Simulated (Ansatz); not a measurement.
How basis sets differ on MgH (SMILES [MgH])

MgH, doublet, SMILES `[MgH]`. Each level relaxes the structure for itself.

Each level gives the harmonic wavenumber (cm⁻¹). The values are calculated.

**The experiment to reproduce.** Huber and Herzberg, Constants of Diatomic Molecules gives the harmonic wavenumber of the gas as 1495 cm⁻¹.

```tsv
level	kind	program	value (cm⁻¹)	computed − measured
UHF/STO-3G	Hartree–Fock	Ansatz	2286	+791
UHF/3-21G	Hartree–Fock	Ansatz	1534	+39
UHF/6-31G* (Cartesian functions)	Hartree–Fock	Ansatz	1531	+36
UHF/cc-pVTZ	Hartree–Fock	Ansatz	1543	+48
```

Nearest: UHF/6-31G* (Cartesian functions) (+36 cm⁻¹); farthest: UHF/STO-3G (+791 cm⁻¹). Harmonic and unscaled.
